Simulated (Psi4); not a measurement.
**One shape, several levels: AlHCl2 (SMILES [H][Al]([Cl])[Cl])**

We compute a comparison of 5 runs (HF/3-21G, PBE0/def2-SVP, O3LYP/def2-TZVP, CAM-B3LYP-D3(BJ)+ATM/6-311G(2df,2pd)) of AlHCl2. 

The results are computed with Psi4 1.11.

2 further runs of the same task are left out: 2 set aside as unsound or not needed.

### Step 1. The system as given

AlHCl2: 4 atoms, total charge 0, spin state singlet. SMILES: `[H][Al]([Cl])[Cl]`. Geometry: a GFN2-xTB relaxation, a rough one for these elements and not checked as a minimum.

Bond lengths: Al1–Cl2 2.022 Å, Al1–Cl3 2.023 Å, Al1–H4 1.522 Å. Angles: Cl2–Al1–Cl3 124.1°, Cl2–Al1–H4 118.0°, Cl3–Al1–H4 117.9°.

### Step 2. Energy and gradient at HF/3-21G (run 1)

Contents of alcl2h.xyz:

```xyz
4
AlCl2H
Al    -0.047750    -0.080660    -0.000420
Cl     1.971850    -0.182600     0.014280
Cl    -1.095680     1.649890    -0.015830
H     -0.828410    -1.386630     0.001980
```

Contents of job.py:

```python
import psi4

psi4.set_memory(1600000000)
psi4.set_num_threads(1)
psi4.set_output_file('run.log', False)

with open('alcl2h.xyz') as f:
    atoms = ''.join(f.readlines()[2:])
mol = psi4.geometry('0 1\n' + atoms + 'symmetry c1\nno_reorient\nno_com')

options = {'basis': '3-21G', 'puream': True, 'e_convergence': 1e-09, 'd_convergence': 1e-08, 'scf_type': 'pk'}
psi4.set_options(options)

e_tot, wfn = psi4.gradient('hf', molecule=mol, return_wfn=True)
psi4.oeprop(wfn, 'LOWDIN_CHARGES', 'MAYER_INDICES', 'WIBERG_LOWDIN_INDICES')
print('gradient / Eh bohr^-1')
print(e_tot.np.round(6))
print(f'energy = {wfn.energy():.10f} Eh')
```

The run is started by

```sh
$ python job.py
```

run.log:

```text
[...]
  Running in c1 symmetry.
[...]
  Nuclear repulsion =  168.858064411667357
[...]
  Multiplicity = 1
[...]
  Nalpha       = 24
  Nbeta        = 24
[...]
    Number of basis functions: 41
[...]
   @RHF iter   1: -1155.85255950581382   -3.02683e-01   4.78665e-03 ADIIS/DIIS
[...]
   @RHF iter   9: -1155.88055033119849   -1.81899e-12   6.32073e-09 DIIS
[...]
  @RHF Final Energy: -1155.88055033119849
   => Energetics <=
    Nuclear Repulsion Energy =            168.8580644116673568
    One-Electron Energy =               -1937.6338253044568773
    Two-Electron Energy =                 612.8952105615910568
    Total Energy =                      -1155.8805503311984921
[...]
 Multipole Moments:
 ------------------------------------------------------------------------------------
     Multipole            Electronic (a.u.)      Nuclear  (a.u.)        Total (a.u.)
 ------------------------------------------------------------------------------------
 L = 1.  Multiply by 2.5417464519 to convert [e a0] to [Debye]
 Dipole X            :        -25.7470030           25.4087473           -0.3382558
 Dipole Y            :        -43.1054501           42.5353162           -0.5701339
 Dipole Z            :          0.0553279           -0.0563705           -0.0010427
 Magnitude           :                                                    0.6629258
[...]
  -Total Gradient:
     Atom            X                  Y                   Z
    ------   -----------------  -----------------  -----------------
       1        0.025965233272     0.042614844494    -0.000061865810
       2       -0.065601399210     0.000163633905    -0.000442092952
       3        0.030991690386    -0.057263177671     0.000504749611
       4        0.008644475546     0.014484699275    -0.000000790849
[...]
```

On the terminal:

```text
gradient / Eh bohr^-1
[[ 2.5965e-02  4.2615e-02 -6.2000e-05]
 [-6.5601e-02  1.6400e-04 -4.4200e-04]
 [ 3.0992e-02 -5.7263e-02  5.0500e-04]
 [ 8.6440e-03  1.4485e-02 -1.0000e-06]]
energy = -1155.8805503312 Eh
```

Run time: 1.4 s. Hardware: 1 thread of INTEL XEON PLATINUM 8581C at 2.30GHz (Emerald Rapids), shared host; peak memory 0.18 GiB.

### Step 3. The energy at PBE0/def2-SVP (run 2)

Contents of input.inp:

```
memory 1.6 GB

molecule system {
  0 1
  Al    -0.047750    -0.080660    -0.000420
  Cl     1.971850    -0.182600     0.014280
  Cl    -1.095680     1.649890    -0.015830
  H     -0.828410    -1.386630     0.001980
  symmetry c1
  no_reorient
  no_com
}

set basis def2-SVP
set puream true
set e_convergence 1e-09
set d_convergence 1e-08
set scf_type pk
set dft_radial_points 99
set dft_spherical_points 590

energy("pbe0")
```

The run is started by

```sh
$ psi4 input.inp input.out -n 1
```

input.out:

```text
[...]
  Running in c1 symmetry.
[...]
  Nuclear repulsion =  168.858064411667357
[...]
  Multiplicity = 1
[...]
  Nalpha       = 24
  Nbeta        = 24
[...]
    Number of basis functions: 59
[...]
   @RKS iter   1: -1162.73734436016434   -1.79727e-01   4.56996e-03 DIIS/ADIIS
[...]
   @RKS iter   9: -1162.77456421243687   -2.95586e-12   3.25722e-09 DIIS
[...]
  @RKS Final Energy: -1162.77456421243687
   => Energetics <=
    Nuclear Repulsion Energy =            168.8580644116673568
    One-Electron Energy =               -1944.8485414835306528
    Two-Electron Energy =                 670.0145272491756714
    DFT Exchange-Correlation Energy =     -56.7986143897489342
    Empirical Dispersion Energy =           0.0000000000000000
    VV10 Nonlocal Energy =                  0.0000000000000000
    Total Energy =                      -1162.7745642124366441
[...]
 Multipole Moments:
 ------------------------------------------------------------------------------------
     Multipole            Electronic (a.u.)      Nuclear  (a.u.)        Total (a.u.)
 ------------------------------------------------------------------------------------
 L = 1.  Multiply by 2.5417464519 to convert [e a0] to [Debye]
 Dipole X            :        -25.5135555           25.4087473           -0.1048083
 Dipole Y            :        -42.7145957           42.5353162           -0.1792795
 Dipole Z            :          0.0553367           -0.0563705           -0.0010339
 Magnitude           :                                                    0.2076703
[...]
```

Wall time 4.5 s (1 thread of INTEL XEON PLATINUM 8581C at 2.30GHz (Emerald Rapids), shared host); peak memory 0.53 GiB.

Runs 3 to 4 aren't shown in full; the table further down has their settings and results.

### Step 4. A single-point energy at CAM-B3LYP-D3(BJ)+ATM/6-311G(2df,2pd) (density fitting) (run 5)

Contents of run_ase.py:

```python
import numpy as np
from ase.calculators.psi4 import Psi4
from ase import Atoms

atoms = Atoms(['Al', 'Cl', 'Cl', 'H'], positions=[
    [-0.047750, -0.080660, -0.000420],
    [1.971850, -0.182600, 0.014280],
    [-1.095680, 1.649890, -0.015830],
    [-0.828410, -1.386630, 0.001980],
])
calc = Psi4(atoms=atoms, method='cam-b3lyp-d3bjatm', basis='6-311G(2df,2pd)', memory='1600MB', num_threads=1, charge=0, multiplicity=1, label='psi4-calc')
atoms.calc = calc

print(f'energy: {atoms.get_potential_energy():.6f} eV')
```

The run is started by

```sh
$ python run_ase.py
```

psi4-calc.dat:

```text
[...]
  Running in c1 symmetry.
[...]
  Nuclear repulsion =  168.858064411667328
[...]
  Multiplicity = 1
[...]
  Nalpha       = 24
  Nbeta        = 24
[...]
    Number of basis functions: 128
[...]
   @DF-RKS iter   1: -1163.58233276356259   -2.98107e-01   3.05464e-03 ADIIS/DIIS
[...]
   @DF-RKS iter   7: -1163.63473431847547   -4.20257e-08   3.40984e-07 DIIS
[...]
  @DF-RKS Final Energy: -1163.63473431847547
   => Energetics <=
    Nuclear Repulsion Energy =            168.8580644116673284
    One-Electron Energy =               -1945.3176733638888436
    Two-Electron Energy =                 670.6238190520957687
    DFT Exchange-Correlation Energy =     -57.7958439696723261
    Empirical Dispersion Energy =          -0.0031004486772723
    VV10 Nonlocal Energy =                  0.0000000000000000
    Total Energy =                      -1163.6347343184754664
[...]
 Multipole Moments:
 ------------------------------------------------------------------------------------
     Multipole            Electronic (a.u.)      Nuclear  (a.u.)        Total (a.u.)
 ------------------------------------------------------------------------------------
 L = 1.  Multiply by 2.5417464519 to convert [e a0] to [Debye]
 Dipole X            :          0.8745470           -1.0041961           -0.1296490
 Dipole Y            :          1.4596133           -1.6807464           -0.2211331
 Dipole Z            :         -0.0033994            0.0024832           -0.0009161
 Magnitude           :                                                    0.2563388
[...]
```

The script printed:

```text
energy: -31664.113947 eV
```

Run time: 5.7 s. Hardware: 1 thread of INTEL XEON PLATINUM 8581C at 2.30GHz (Emerald Rapids), shared host; peak memory 0.61 GiB.

### Step 5. Overview of the runs

```
run                                                         level      task               properties   energy (Eh)  dipole moment (D)  HOMO energy (eV)  LUMO energy (eV)  wall time
  1                                                      HF/3-21G  gradient  (lowdin, mayer, wiberg)  -1155.880550               1.68            -12.59              1.01      1.4 s
  2                                                 PBE0/def2-SVP    energy                        –  -1162.774564               0.53             -9.11             -1.09      4.5 s
  3                                               O3LYP/def2-TZVP    energy                        –  -1163.577967               0.48             -8.41             -1.45      5.4 s
  4  CAM-B3LYP-D3(BJ)+ATM/6-311G(2df,2pd) (ZORA, density fitting)    energy                        –  -1168.615373               0.65            -10.64             -0.37       17 s
  5        CAM-B3LYP-D3(BJ)+ATM/6-311G(2df,2pd) (density fitting)    energy                        –  -1163.634734               0.65            -10.65             -0.37      5.7 s
```

### Step 6. Summary of results

```
                quantity           value
     run 5: total energy  -1163.63473 Eh
    run 5: dipole moment          0.65 D
      run 5: HOMO energy       -10.65 eV
      run 5: LUMO energy        -0.37 eV
    run 5: HOMO–LUMO gap        10.28 eV
run 5: dispersion energy    -8.14 kJ/mol
```

**Reading.** The dipole moment (its size) runs from 0.48 D (O3LYP/def2-TZVP) to 1.68 D (HF/3-21G). The two ends differ in method and basis. The HOMO–LUMO gap runs from 6.96 eV (O3LYP/def2-TZVP) to 13.60 eV (HF/3-21G). Totals of different functionals can't be ranked against each other. Some runs of one species differ in core potentials or relativity; totals across that change don't compare. All runs together took 34 s, the longest 17 s.
